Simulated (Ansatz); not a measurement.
Worked example: ideal-gas entropy of C4H4N2 (pyridazine)

A singlet with charge 0, relaxed at HF/6-31G* (Cartesian functions) (Ansatz 0.2.0):

```xyz
10

C     0.8026   -0.3040   -0.6220
C     0.0994   -1.0065    0.3171
C    -0.9162   -0.3208    0.9817
N    -1.2109    0.9337    0.7451
N    -0.5374    1.6065   -0.1542
C     0.4313    1.0253   -0.8177
H     1.6038   -0.7409   -1.1885
H     0.3075   -2.0359    0.5425
H    -1.5145   -0.8018    1.7332
H     0.9344    1.6446   -1.5372
```

Harmonic wavenumbers in cm⁻¹: 435, 448, 682, 737, 837, 852, 1053, 1060, 1095, 1139, 1141, 1173, 1177, 1230, 1284, 1444, 1588, 1633, 1789, 1793, 3379, 3388, 3398, 3408.

Masses in u: C 12.011, N 14.007, H 1.008. Take T = 298.15 K, p = 1 bar, R = 8.3145 J/(mol K), kT/hc = 207.22 cm⁻¹, rigid rotor and harmonic oscillator.

**Question.** Work out S° at 298 K.

**Answer.** 
1. Translation (Sackur–Tetrode): S = R[3/2 ln M + 5/2 ln T − 1.1517] with M = 80.09 gives 163.5 J/(mol K).
2. Rotation: principal moments 79.104, 82.593, 161.696 u Å² give A, B, C = 0.2131, 0.2041, 0.1043 cm⁻¹; the symmetry number is σ = 2; q = (√π/σ)√((kT/hc)³/ABC) = 39250; S = R(ln q + 3/2) = 100.4.
3. Vibration: with u = ν̃/207.22, each mode gives R[u/(eᵘ − 1) − ln(1 − e⁻ᵘ)]; the sum is 13.0, most from 435 cm⁻¹ (3.5), 448 cm⁻¹ (3.4), 682 cm⁻¹ (1.4).
4. Spin: R ln 1 = 0.0.
5. Sum: 163.5 + 100.4 + 13.0 + 0.0 = 276.9 J/(mol K).

No measured value is set beside it here.
